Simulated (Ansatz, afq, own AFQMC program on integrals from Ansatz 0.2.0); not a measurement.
# BN, singlet in 6-31G, levels against full CI

```json
{"atom": "B", "x (Å)": "0.0000", "y (Å)": "0.0000", "z (Å)": "0.0000"}
{"atom": "N", "x (Å)": "0.0000", "y (Å)": "0.0000", "z (Å)": "1.5620"}
```

Basis 6-31G. Only valence electrons are correlated. Ansatz 0.2.0 and our own AFQMC program on the same integrals; the CISD trial comes from CCSD amplitudes, and released means the phaseless constraint is let go. Uncertainties: one standard error, sampling alone.

Determinant: RHF, the one that the program's search chose, which needn't be the lowest solution. The geometry is a point of a scan.

Full CI on the same integrals is exact in this basis and with this determinant's frozen core.

Cautions: higher spins were not checked; restricted determinant unstable towards unrestricted (UHF 3.72 eV lower, ⟨S²⟩ 1.67); the search met a lower determinant of the same kind, perhaps of another symmetry (1.29 eV lower), and this one is a saddle point; strong correlation (T1 0.104, weight of the determinant 0.67, largest double 0.25); (T) is large, 10 % of the CCSD correlation; (Q) is large, 120 meV, so the cluster series hasn't closed; the released energies are still falling, so no released level is given (meV from the phaseless value at times in 1/Eh: -37 ± 4 at 0.24, -72 ± 4 at 0.51, -116 ± 5 at 0.99, -155 ± 6 at 1.62, -179 ± 8 at 2.40); the ph-AFQMC/CISD walk drifts between its halves (2.4 errors); CCSDTQ on the UHF determinant differs (443 meV lower), perhaps since the unrestricted series falls towards higher spin.

```
T1 diagnostic                               : 0.1036
weight of the determinant in the CISD state : 0.674
size of the correlated space                : 8 electrons in 16 orbitals
```

```csv
level,correlation energy (eV)
MP2,-6.0695
CCSD,-6.7154
CCSD(T),-7.3754
```

Q: Estimate where full CI lies against CCSD(T) on the same integrals.

A: 0.25 kcal/mol above CCSD(T).

Reference: full CI, correlation energy -7.365 eV. The cautions show a poor starting determinant, so the rows tell how each method copes with it here, and full CI is the sure value.

| level | E − E(reference) (kcal/mol) | share of correlation (%) |
| --- | --- | --- |
| CCSD(T) | -0.25 | 100.15 |
| CCSDT | 0.82 | 99.51 |
| CCSDT(Q) | -1.95 | 101.15 |
| CCSDTQ | 0.24 | 99.86 |
| ph-AFQMC/CISD | 5.53 ± 0.10 | 96.74 |

CCSDT and higher add their correlation energy to the determinant of the CCSD(T) run, since their own runs factorise the integrals more tightly (a shift of under 2 meV). A walk keeps the symmetry of its determinant, which the program's search chose and which needn't be the lowest solution, so a lower state of the same spin and another symmetry isn't excluded.
